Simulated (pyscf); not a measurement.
This saddle point was located with ωB97X-D3(BJ)/def2-SVP in PySCF.

```xyz
6

O      0.0920    -0.1113     1.7329
Nb    -0.8080    -0.6350     0.4006
O     -1.3422    -2.2019     0.7473
Cl    -2.4399     0.9827    -0.6358
Cl     0.0995    -0.1564    -1.9024
H     -1.2395     0.6163    -1.5889
```

Surface: singlet, charge 0. Lowest wavenumbers (cm⁻¹): 598i, 111, 117, 136, 222.

Which two sides does it connect, and which bonds change?

O=Nb(=O)–Cl (SMILES [O]=[Nb](=[O])[Cl]) + HCl (SMILES Cl) <-> O=Nb(=O)–Cl (SMILES [O]=[Nb](=[O])[Cl]) + HCl (SMILES Cl), a four-centre exchange read from left to right: Cl–Nb, Cl–H broken and Cl–Nb, Cl–H formed. At ωB97M-D3(BJ)/def2-TZVP it lies -15.2 kcal/mol from the left side and -15.2 kcal/mol from the right (each side as separated species at their lowest minima found). On the reactant side the descent ends in an adduct with a Cl–Nb contact, 23.9 kcal/mol under the separated species and 4.1 kcal/mol under the saddle at ωB97X-D3(BJ)/def2-TZVP. On the product side the descent ends in an adduct with a Cl–Nb contact, 23.9 kcal/mol under the separated species and 4.1 kcal/mol under the saddle at ωB97X-D3(BJ)/def2-TZVP. At ωB97M-D3(BJ) the saddle lies under the separated reactants, which points to a path from their complex (located at ωB97X-D3(BJ) alone). At ωB97M-D3(BJ) the saddle lies under the separated products, which points to a path from their complex (located at ωB97X-D3(BJ) alone). What is counted as formed (Cl–Nb) is already present as a longer contact in the reactant adduct; forming that adduct is a step of its own. What is counted as broken (Cl–Nb) persists as a longer contact in the product adduct; parting that adduct is a step of its own. At ωB97X-D3(BJ)/def2-TZVP the barrier from the zero used here is -19.9 kcal/mol. This is the saddle that the search found; another between the same sides may lie lower. Elements past Kr carry the def2 core potentials, without spin-orbit coupling.
